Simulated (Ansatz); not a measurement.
Geometry optimisation, Ansatz, RKS CAM-B3LYP-D4/def2-SVP.

Input:

```yaml
crystal:
  periodic: [false, false, false]
  atoms:
    - { symbol: Si, position_ang: [0.0, 0.0, 0.0] }
    - { symbol: H, position_ang: [0.9994, 0.0, 1.3254] }
    - { symbol: H, position_ang: [1.5827, 0.0, 0.5009] }
    - { symbol: Cl, position_ang: [-1.0032, 1.7381, -0.7093] }
    - { symbol: Cl, position_ang: [-1.0032, -1.7381, -0.7093] }
basis:
  gaussian: { orbitals: def2-SVP }
hamiltonian:
  xc: cam_b3lyp
  dispersion: d4
relax:
  f_tol: 0.15
  max_steps: 25
  restrain:
    - { distance: [1, 2], at: 1.86, k: 30.0 }
    - { distance: [0, 1], at: 1.46, k: 30.0 }
    - { distance: [0, 2], at: 1.46, k: 30.0 }
```

Run as:

```bash
$ ansatz run input.yaml --threads 1 --pin off --max-ram 2048MiB --backend cpu --events-out ev --progress --plain --runs-dir out
```

**Question.** Where does it end, and by what steps?

**Answer.** It converged. The restraints hold the end off the free minimum; the threshold counts their pulls, which the force column leaves out. Restrained pairs: H2–H3 (1.01 → 1.93 Å), Si1–H2 (1.66 → 1.45 Å), Si1–H3 (1.66 → 1.45 Å). After 5 steps the energy has fallen by 4.195 eV (the restraints' own energy left out); H3 moved furthest, 0.57 Å.

| step | energy less start (eV) | largest force component (eV/Å) | accepted |
| --- | --- | --- | --- |
| 0 | 0.0000 | 4.041 | yes |
| 1 | -1.7061 | 3.601 | yes |
| 2 | -3.1854 | 2.445 | yes |
| 3 | -4.0762 | 1.730 | yes |
| 4 | -4.1871 | 1.634 | yes |
| 5 | -4.1950 | 1.636 | yes |

```xyz
5
Properties=species:S:1:pos:R:3
Si 0.142 0.000 0.101
H 0.465 0.000 1.510
H 1.578 0.000 -0.065
Cl -0.805 1.681 -0.569
Cl -0.805 -1.681 -0.569
```

The run took 15 s on 1 thread of Arm Neoverse V1 (shared host), peak memory 0.14 GiB.
